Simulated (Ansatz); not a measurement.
**Which isomer of C2H5B− gives these data?**

These gas-phase data were calculated for one isomer of C2H5B− at PBE0-D3(BJ)/def2-SVPD (harmonic, unscaled wavenumbers; equilibrium rotational constants with average atomic masses):

* rotational constants: 47.44, 8.959, 7.536 GHz
* all wavenumbers above 1500 cm⁻¹: 3129, 3126, 3059, 3052, 2348

Candidates:

(1) the doublet with the links of `[BH3-][C]=C`
(2) the doublet with the links of `[BH2-]=C[CH2]`
(3) the doublet with the links of `[CH2][BH-]=C`

Task: Which candidate do the data belong to?

Result: Candidate (3). 4 modes lie between 2750 and 3290 cm⁻¹, one for each C–H bond, while (1) has 2, (2) has 3.

The same quantities for all candidates:

|  | rotational constants (GHz) | wavenumbers above 1500 cm⁻¹ | E above the lowest, PBE0-D3(BJ)/def2-SVPD (kcal/mol) |
| --- | --- | --- | --- |
| (1) | 73.92, 7.716, 7.407 | 3039, 2953, 2325, 2312, 2223, 1696 | 17.7 |
| (2) | 53.26, 9.382, 7.977 | 3172, 3092, 3033, 2439, 2402 | 0.0 |
| (3) | 47.44, 8.959, 7.536 | 3129, 3126, 3059, 3052, 2348 | 3.6 |

Harmonic stretches to hydrogen usually lie a few per cent above observed fundamentals. Each candidate is one conformer. Open shells are spin-unrestricted. Programs: Ansatz 0.2.0.
